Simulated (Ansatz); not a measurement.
# AlO+ (triplet): from Hartree-Fock to the top rungs, cc-pVTZ

One table from this session's results is given with a row withheld; the runs are named, their logs left out.

The runs use Ansatz 0.2.0, Gaussian basis; cc-pVTZ, core rule «outside noble gas», up to 6 orbitals frozen.

The runs, in order: UHF; CCSD(T) on ROHF; CCSD(T) on UHF; BCCD(T) on ROHF; CISD; CCSDT(Q) on ROHF; CCSDT(Q) on UHF.

24 further runs of the same task are left out: 8 for a known fault of the program, 7 that didn't finish, 9 set aside as unsound or not needed.

## The system

The geometry is a PBE0/def2-TZVP stationary point (not a proven minimum) of the parent state, kept for this charge and spin.

2 atoms, charge 1, spin multiplicity 3.

Atoms are counted from 1 here; the program's logs count them from 0.

Bond lengths: Al1–O2 1.784 Å.

Set-up of the first run:

in.yaml

```yaml
crystal:
  periodic: [false, false, false]
  atoms:
    - {symbol: Al, position_ang: [0.000000, 0.000000, 0.000000]}
    - {symbol: O, position_ang: [0.000000, 0.000000, 1.784100]}
basis:
  gaussian: {orbitals: cc-pVTZ}
total_charge: 1
magnetization: {spin_polarized: true, initial_magnetization: 2}
hamiltonian: {xc: hf}
output: {orbitals: {seedname: orbitals}}
```

The run is started by

```sh
> ansatz run in.yaml --threads 1 --pin off --events-out ev --progress --plain --max-ram 2393MiB
```

Among the steps run: UHF; CCSD(T) on ROHF; CCSD(T) on UHF; BCCD(T) on ROHF; CISD; CCSDT(Q) on ROHF; CCSDT(Q) on UHF.

One of the session's tables, all rows but one given; the rest of the session is left out.

It belongs to the step «Misses and costs». 

```
   method  from UCCSDT(Q) (meV)
     ROHF               +6664.2
      UHF               +6466.0
     RMP2                +638.1
     UMP2                +651.1
     CISD                +532.7
    RCCSD                +284.3
    UCCSD                +272.1
 RCCSD(T)                 +37.0
 UCCSD(T)                 +37.2
  BCCD(T)                 +41.0
   RCCSDT                     ?
   UCCSDT                 +14.6
RCCSDT(Q)                  +7.7
UCCSDT(Q)                     0
```

Q: Estimate the row for RCCSDT from the others.

**Answer.** from UCCSDT(Q) (meV): +17.5. In the column «from UCCSDT(Q) (meV)» it lies between UCCSDT (+14.6) and RCCSD(T) (+37.0).

To keep in mind: Restricted and unrestricted rows rest on different reference determinants; where their highest levels disagree by more than a few hundredths of an eV, they describe different states and don't form one ladder.
